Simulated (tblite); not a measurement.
# BrF3H3: the cost of one run

Programs: tblite 0.8.0 and PySCF 2.14.0. All values are calculated, for the isolated system unless a continuum is named. Atoms count from 0, parts from 1.

## 1. Starting point

7 atoms, charge -1, multiplicity 1; geometry: rigid parts in contact. Parts: 1 = atom 0, `[Br-]`, charge -1; 2 = atoms 1–2, `F`, charge 0; 3 = atoms 3–4, `F`, charge 0; 4 = atoms 5–6, `F`, charge 0.

## 2. Search for minima with GFN2-xTB

The job: settings as JSON, then the geometry in Å.

```
{"job": {"kind": "dock", "xc": "GFN2-xTB", "basis": "xTB"}, "charge": -1, "multiplicity": 1, "parts": [{"atoms": "0-0", "charge": -1, "multiplicity": 1}, {"atoms": "1-2", "charge": 0, "multiplicity": 1}, {"atoms": "3-4", "charge": 0, "multiplicity": 1}, {"atoms": "5-6", "charge": 0, "multiplicity": 1}]}
Br    -0.264694     0.006013    -0.070035
F     -1.578055     2.131041    -1.847246
H     -1.141310     1.467319    -1.291426
F     -2.653868    -0.001391     1.701669
H     -1.812528    -0.095308     1.193785
F     -4.002938     2.222781     0.149459
H     -3.305753     1.610322     0.279102
```

With the program's defaults for keys left out, this is: GFN2-xTB search for minima from random contacts, gas phase.

Command:

```sh
$ OMP_NUM_THREADS=1 python cluster_run.py task.json out
```

This one command runs all jobs of the session in turn.

Q: Estimate the wall time of this first job on 1 thread of Arm Neoverse V2, shared host.

About 3.5 s.
